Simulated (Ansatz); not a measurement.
hcp Ru was calculated with revPBE (PAW; Ansatz, a quantum-chemistry and plane-wave program).

Run with plane-wave cutoff 520 eV, 24×24×14 k mesh (along the axes of the cell as run), Fermi–Dirac smearing 0.05 eV, no spin polarisation, scalar-relativistic PAW data made under PBE.

The cell is scaled about its equilibrium volume:

Shape and atoms are relaxed at each volume.

```json
[
 {"V (Å³/atom)": "13.351", "P (GPa)": "13.50", "c (Å)": "4.253", "a (Å)": "2.693"},
 {"V (Å³/atom)": "13.629", "P (GPa)": "6.36", "c (Å)": "4.280", "a (Å)": "2.712"},
 {"V (Å³/atom)": "13.908", "P (GPa)": "0.00", "c (Å)": "4.306", "a (Å)": "2.731"},
 {"V (Å³/atom)": "14.186", "P (GPa)": "-5.64", "c (Å)": "4.332", "a (Å)": "2.750"},
 {"V (Å³/atom)": "14.464", "P (GPa)": "-10.66", "c (Å)": "4.357", "a (Å)": "2.769"}
]
```

Note: the bulk modulus comes from volumes at which shape and atoms were relaxed.
